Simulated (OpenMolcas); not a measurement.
# CH2AlN (SMILES N#[C][AlH2]): an attempt with OpenMolcas

Wanted: the excited states of CH2AlN.

The results are computed with OpenMolcas 26.06.

**1. The system as given**

CH2AlN has 5 atoms, charge 0, and is taken as a singlet. As SMILES, `N#[C][AlH2]`. The coordinates come from a PBE0-D4/def2-TZVP relaxation.

Bond lengths: N1–C2 1.154 Å, C2–Al3 1.938 Å, Al3–H4 1.573 Å, Al3–H5 1.572 Å. Angles: N1–C2–Al3 180.0°, C2–Al3–H4 117.0°, C2–Al3–H5 117.0°, H4–Al3–H5 126.1°.

**2. The run**

step17.input

```
&gateway
 coord
 5
 angstrom
 N        1.382300      -1.346000       1.394200
 C        0.714200      -0.698000       0.711800
 Al      -0.407200       0.390000      -0.434600
 H       -1.629700      -0.322900      -1.120200
 H       -0.009700       1.903200      -0.592600
 basis=6-31G*
 group=NoSym

&seward

&rasscf
 fileorb=$CurrDir/step2.RasOrb
 spin=1
 nactel=4 0 0
 inactive=12
 ras2=4
 ciroot=6 6 1
 orblisting=Nothing

&caspt2
 multistate=all
```

Launch:

```console
$ export MOLCAS_MEM=2
$ pymolcas step17.input > step17.log
```

Output:

```text
--- Start Module: gateway ---

                                              &GATEWAY

                       available to each process: 2.0 MB of memory, 1 thread

---------------------------------------------------------------------------------------------
  Nr.	 Label		Type		Offset		Length	   Atime	  Address
---------------------------------------------------------------------------------------------
  1	FILETABL    	CHAR	-30900709802584	       26929           5	[0x555586f590b0]
  2	DBSC        	CHAR	    -440439544	     1456001          58	[0x71700e89c010]
---------------------------------------------------------------------------------------------
Maximal available memory for Molcas = 517070
 ?mma_allo_?D: error: out-of-memory
 label: Shells
  available (kB):          517
  required  (kB):          792

--- Stop Module: gateway /rc=-6 ---

.########################.
.# Non-zero return code #.
.########################.

    Timing: Wall=0.03 User=0.02 System=0.01
```

It took 0.18 s on 1 thread of Intel Xeon 6975P-C (Granite Rapids), shared host.

**3. What went wrong**

The job broke off with an error.

The telling line is `?mma_allo_?D: error: out-of-memory`. What is wrong: too little memory is allowed.
